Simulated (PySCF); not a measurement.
Input of an EPR job (settings, then geometry in Å):

```
{"job": {"kind": "epr", "basis": "pcH-1"}, "charge": 0, "multiplicity": 2}
C      2.056281     0.147196    -0.084138
C      0.720872     0.389260    -0.267054
C     -0.291955    -0.380677     0.260371
C     -1.734090    -0.107608     0.055459
H      2.391174    -0.689179     0.503987
H      2.808160     0.779431    -0.518837
H      0.436499     1.245596    -0.867774
H     -0.038055    -1.240484     0.864186
H     -2.236379     0.040330     1.013974
H     -1.885354     0.776530    -0.559367
H     -2.221728    -0.957724    -0.426772
```

Theory: UKS B3LYP, pcH-1 on C H, non-relativistic, mean-field spin-orbit, GIAO (PySCF 2.14.0). Isolated species at its GFN2-xTB geometry, gas phase. The geometry wasn't refined by DFT: couplings that depend on bond lengths, twists or pyramidal angles can differ widely from those at the functional's own minimum.

Output of the driver script. The program numbers atoms from 0.

```
UKS, coarse grid
  cycle   1  E = -156.55591241  |g| = 2.69e-01
  cycle   2  E = -156.55239446  |g| = 2.92e-01
  cycle   3  E = -156.59815573  |g| = 2.00e-02
  cycle   4  E = -156.59839202  |g| = 2.00e-02
  cycle   5  E = -156.59862049  |g| = 5.31e-03
  cycle   6  E = -156.59865427  |g| = 4.12e-03
  cycle   7  E = -156.59866570  |g| = 1.15e-03
  cycle   8  E = -156.59866626  |g| = 2.53e-04
UKS, final grid
  cycle   1  E = -156.59865527  |g| = 2.93e-04
  cycle   2  E = -156.59865524  |g| = 3.93e-04
  cycle   3  E = -156.59865532  |g| = 4.81e-05
  cycle   4  E = -156.59865532  |g| = 1.44e-05
E = -156.59865532 Eh   <S^2> = 0.7758 (exact 0.7500)
g shifts (ppm)      1          2          3
  rmc          -140       -140       -140
  gc              1         34         27
  oz_so          -0        545        721
  total        -140        439        609
hyperfine (MHz)  atom isotope    a_iso     a_fc   dipolar eigenvalues
    0   13C      54.51      54.51    -51.47    -49.68    101.15
    1   13C     -48.14     -48.14    -28.35     11.22     17.13
    2   13C      57.30      57.30    -52.68    -51.49    104.17
    3   13C     -23.02     -23.02     -1.79      0.89      0.90
    4    1H     -39.68     -39.68    -21.53     -1.59     23.12
    5    1H     -41.84     -41.84    -25.18     -0.23     25.41
    6    1H      11.71      11.71     -5.18     -1.23      6.42
    7    1H     -39.75     -39.75    -21.55     -2.19     23.74
    8    1H      76.36      76.36     -3.65     -2.49      6.14
    9    1H       1.93       1.93     -3.05     -2.52      5.57
   10    1H      77.00      77.00     -3.65     -2.49      6.14
```

|g| in the SCF lines is the orbital gradient. In the g block, columns 1 to 3 are the principal axes in rising order; rmc is the relativistic mass correction, gc the gauge correction and oz_so the orbital-Zeeman/spin–orbit term. a_fc is the Fermi-contact part of a_iso, here all of it, since this run has no spin–orbit term in the hyperfine coupling.

(1) What does the output say about convergence, stability and spin contamination?

(2) What are the principal g values and g_iso?

(3) Which couplings shape the isotropic spectrum at natural abundance (0.05 mT or more)? Keep the log's numbering.

(4) What are the principal values of the full tensor of atom 0 (13C)?

Answers

(1) The SCF converged after 12 cycles in all, 8 of them on the coarse grid; no stability test was run. ⟨S²⟩ = 0.7758 against the exact 0.7500, 3.4 % above the value of a pure doublet state.

(2) Adding the total shifts to 2.002319 gives 2.00218, 2.00276, 2.00293; their mean shift is 303 ppm, so g_iso = 2.00262.

(3) atoms 8, 9, 10 (1H, I = 1/2): mean 51.8 MHz = 1.85 mT in magnitude, a 1:3:3:1 quartet; atom 5 (1H, I = 1/2): -41.8 MHz = 1.49 mT in magnitude, a 1:1 doublet; atom 7 (1H, I = 1/2): -39.8 MHz = 1.42 mT in magnitude, a 1:1 doublet; atom 4 (1H, I = 1/2): -39.7 MHz = 1.42 mT in magnitude, a 1:1 doublet; atom 6 (1H, I = 1/2): 11.7 MHz = 0.42 mT in magnitude, a 1:1 doublet. Together 64 lines to first order. Nuclei that the bonding pattern makes equivalent are averaged, as if the motion that swaps them (rotation, inversion, ring flip) were fast. H5 and H6 aren't averaged: C1 is flat or nearly so (angle sum 360°), and its turn about the short C1–C2 bond (1.37 Å) is taken as slow. The three 1H nuclei of mean +51.8 MHz run from 1.9 to 77.0 MHz in the frozen geometry.

(4) a_iso plus each dipolar eigenvalue: 3.03, 4.83, 155.66 MHz.

The species is `[CH2]/C=C/C` [radical]. The run used 170 basis functions and 5 iterations of the response equations. 

On Arm Neoverse V1, one thread, no GPU, shared host, this took 14 s wall (grids of density and orbitals included) and 0.59 GiB of memory at its peak.
Labels such as C1 count atoms from 1, the log's own numbers from 0.
